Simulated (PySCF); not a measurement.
Species: C4H5OP.
Numbering: `[PH2:1][c:2]1[cH:3][cH:4][o:5][cH:6]1`

Geometry (GFN2-xTB, Å), atoms numbered from 1 in this order:
```xyz
11
C4H5OP angstrom
P      2.1186   -0.6122   -0.2959
C      0.3828   -0.1861    0.0063
C     -0.7061   -0.3833   -0.8909
C     -1.8176    0.0151   -0.2212
O     -1.5056    0.4299    1.0179
C     -0.1776    0.3032    1.1522
H      2.3400    0.3952   -1.2373
H      2.6116    0.1701    0.7470
H     -0.6487   -0.7638   -1.8900
H     -2.8504    0.0532   -0.5057
H      0.2584    0.5813    2.0917
```

Probes without a nucleus sit at each ring's centroid and 1 Å off its mean plane on both sides; NICS is minus the shielding there, NICSzz its component along the normal. Level: GIAO PBE0/pcSseg-1 (PySCF, non-relativistic, gas phase) on the GFN2-xTB geometry, one conformer.

Ring bond lengths (Å), with Mayer bond orders in brackets: C2–C3 1.425 (1.25), C3–C4 1.357 (1.61), C4–O5 1.343 (1.08), O5–C6 1.341 (1.08), C6–C2 1.366 (1.59).

**Question.** Give the NICS values of each ring in ppm.

**Answer.** 
| ring | type | NICS(0) | NICS(1), two faces | NICS(1)zz, two faces | rms pucker (Å) | centre to ring atoms, mean (Å) |
| --- | --- | --- | --- | --- | --- | --- |
| C2–C3–C4–O5–C6 | 5-membered ring with O; formal bonds all aromatic | -11.7 | -10.4 / -10.4 | -26.6 / -26.5 | 0.00 | 1.16 |

**Question.** What do they say, and how far can they be read as aromaticity?

**Answer.** 
- C2–C3–C4–O5–C6: mean NICS(1)zz -26.6 ppm, shielded. The ring is flat and has no four-coordinate atom; by the NICS criterion it is aromatic.

**Question.** How equal are the bonds by HOMA? Use HOMA with the parameters of Krygowski (1993).

**Answer.** 
- C2–C3–C4–O5–C6: HOMA 0.48; the largest term is that of C4–O5, α(R − Ropt)² = 0.97.

**Question.** At the first NICS(1) probe listed for ring C2–C3–C4–O5–C6, 1 Å off the ring, how large is the induced field along the normal in 1 T applied along it?

**Answer.** NICSzz × B0 = -26.6 ppm × 1 T = -27 μT, against the applied field.

**Question.** Give the inner angles of the rings and the Hirshfeld charges of the ring atoms.

**Answer.** 
- C2–C3–C4–O5–C6: C2 105.3° (-0.092 e), C3 105.9° (-0.094 e), C4 110.8° (+0.008 e), O5 107.0° (-0.061 e), C6 110.9° (-0.001 e); sum 540.0° against 540° for a flat convex ring.

**Question.** What are the shieldings of the ring atoms and their hydrogens in the same run (means over atoms taken as equivalent)?

**Answer.** 
```csv
atoms,environment,σ isotropic (ppm),"principal values of the symmetric part, first atom (ppm)"
C2,substituted aromatic carbon,69.9,"-13.2, 59.5, 163.4"
C3,aromatic CH carbon,65.9,"-24.9, 66.8, 155.8"
C4,aromatic CH next to a ring oxygen,38.1,"-40.2, 47.5, 106.9"
O5,furan-type oxygen,26.0,"-125.8, -46.7, 250.7"
C6,aromatic CH next to a ring oxygen,38.8,"-39.9, 57.4, 99.1"
H9,aromatic hydrogen,25.05,"22.9, 24.8, 27.4"
H10,aromatic hydrogen,24.18,"21.4, 25.2, 26.0"
H11,aromatic hydrogen,24.27,"20.9, 24.8, 27.1"
```
